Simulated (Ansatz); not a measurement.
HB–NH, triplet in 6-31G: errors against full CI

Geometry: that of the HB–NH, singlet, kept fixed. The singlet lies 6.3 eV lower here.

```xyz
4

B     0.0000    0.0000    0.5713
N     0.0000    0.0000   -0.6613
H     0.0000    0.0000    1.7429
H     0.0000    0.0000   -1.6528
```

Basis 6-31G; Ansatz 0.2.0. Correlated methods freeze the noble-gas cores, which leaves 10 electrons in 20 orbitals. Prefix R: restricted or restricted open-shell reference; prefix U: unrestricted. Active spaces: valence = (10e, 10o) chosen from the atoms' valence shells.

Full CI is exact within this basis and frozen core; it isn't the basis-set limit. The frozen core follows each run's orbitals, which can shift R against U totals by a few meV.

For open shells CISD and CISDTQ are restricted-active-space CI with the open shells as a complete middle space. The determinant fills πx and πy unequally, so it is a mixture of Σ and Δ, which weighs on every level built on one determinant.

The UHF ⟨S²⟩ is 2.020, the T1 diagnostic (RCCSD) is 0.0212 and the largest doubles amplitude (RCCSD) is 0.312. The T1 diagnostic (UCCSD) is 0.0164.

```json
{"level": "RHF", "E − E(full CI) (kJ/mol)": "424.1", "share of correlation (%)": "0.00", "wall time": "–"}
{"level": "UHF", "E − E(full CI) (kJ/mol)": "411.8", "share of correlation (%)": "2.90", "wall time": "–"}
{"level": "RMP2", "E − E(full CI) (kJ/mol)": "118.5", "share of correlation (%)": "72.05", "wall time": "–"}
{"level": "UMP2", "E − E(full CI) (kJ/mol)": "115.5", "share of correlation (%)": "72.76", "wall time": "–"}
{"level": "CISD", "E − E(full CI) (kJ/mol)": "63.4", "share of correlation (%)": "85.04", "wall time": "1.2 s"}
{"level": "RCCSD", "E − E(full CI) (kJ/mol)": "39.5", "share of correlation (%)": "90.67", "wall time": "–"}
{"level": "UCCSD", "E − E(full CI) (kJ/mol)": "39.4", "share of correlation (%)": "90.72", "wall time": "–"}
{"level": "RCCSD(T)", "E − E(full CI) (kJ/mol)": "22.6", "share of correlation (%)": "94.67", "wall time": "2.1 s"}
{"level": "UCCSD(T)", "E − E(full CI) (kJ/mol)": "22.5", "share of correlation (%)": "94.69", "wall time": "1.2 s"}
{"level": "BCCD(T)", "E − E(full CI) (kJ/mol)": "22.1", "share of correlation (%)": "94.79", "wall time": "1.4 s"}
{"level": "RCCSDT*", "E − E(full CI) (kJ/mol)": "-0.6", "share of correlation (%)": "100.13", "wall time": "–"}
{"level": "UCCSDT*", "E − E(full CI) (kJ/mol)": "-0.6", "share of correlation (%)": "100.15", "wall time": "–"}
{"level": "CISDTQ", "E − E(full CI) (kJ/mol)": "3.9", "share of correlation (%)": "99.08", "wall time": "13 s"}
{"level": "RCCSDT(Q)*", "E − E(full CI) (kJ/mol)": "-1.1", "share of correlation (%)": "100.27", "wall time": "16 s"}
{"level": "UCCSDT(Q)*", "E − E(full CI) (kJ/mol)": "-1.3", "share of correlation (%)": "100.31", "wall time": "5.5 s"}
{"level": "RCCSDTQ*", "E − E(full CI) (kJ/mol)": "0.0", "share of correlation (%)": "100.00", "wall time": "35 s (H100)"}
{"level": "UCCSDTQ*", "E − E(full CI) (kJ/mol)": "-0.1", "share of correlation (%)": "100.02", "wall time": "46 s (H100)"}
{"level": "CASSCF (valence space)", "E − E(full CI) (kJ/mol)": "178.8", "share of correlation (%)": "57.84", "wall time": "–"}
{"level": "NEVPT2 (valence space)", "E − E(full CI) (kJ/mol)": "39.6", "share of correlation (%)": "90.66", "wall time": "6.5 s"}
{"level": "MRCISD (valence space)", "E − E(full CI) (kJ/mol)": "7.3", "share of correlation (%)": "98.29", "wall time": "–"}
{"level": "MRCISD+Q (valence space)", "E − E(full CI) (kJ/mol)": "2.2", "share of correlation (%)": "99.49", "wall time": "10 s"}
```

An asterisk marks runs whose energy the program itself flagged as in doubt.

The correlation energy at full CI, counted from RHF, is -4.395 eV. That run took 25 s on 2 threads of AMD EPYC 7R13 with a shared H100 80 GB, shared host over 60,095,232 determinants.

Times hold each run's SCF and search for its determinant on a shared host, so for small cases they say little of a method's own cost; rows without a card ran on 1 thread of AMD EPYC 7R13.

More than 5 meV below full CI, which no variational method can be: RCCSDT, UCCSDT, RCCSDT(Q), UCCSDT(Q).

The full-CI state has the irrep A1 of C2v, in the program's axes (one component, if the state is degenerate).

Natural occupations of full CI about the gap: 1.977 1.971 1.955 1.480 1.480 0.508 0.508 0.042 0.025 0.013; effectively unpaired electrons, Σ n²(2−n)², 2.36. No single determinant describes this state well, so single-reference rows can miss without a flag.
